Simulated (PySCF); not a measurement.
Molecule: Propanamide (SMILES O=C(CC)N).

Atoms are numbered as in `[CH3:1][CH2:2][C:3]([NH2:4])=[O:5]` (H(Xn): hydrogen on atom n). Ha(N4) is cis to the C=O or C=S heteroatom; Hb(N4) is trans to the C=O or C=S heteroatom.

Geometry PBE0-D3(BJ)/def2-SVP throughout; GIAO in PySCF 2.14.0 with density-fitted response routines, gas phase, one conformer, non-relativistic; equivalent atoms averaged; basis pcSseg-2.

For orientation, LDA gives these absolute shieldings σ: C3 0.3, C2 150.2, C1 172.8, N4 145.2, O5 -96.3, Ha(N4) 26.28, Hb(N4) 25.91, H(C2) 28.50, H(C1) 29.82 ppm.

A run gave: C3 3.3, C2 154.0, C1 174.4, N4 152.1, O5 -87.4, Ha(N4) 26.79, Hb(N4) 26.64, H(C2) 29.30, H(C1) 30.31 ppm (absolute shieldings σ).

**Question.** Which functional was used in that run?
A. B97-D
B. HF
C. KT3
D. wB97X-D

**Answer.** D. O5 tells them apart best: wB97X-D gives -87.4, KT3 gives -58.1, HF gives -64.5, B97-D gives -71.2 ppm.
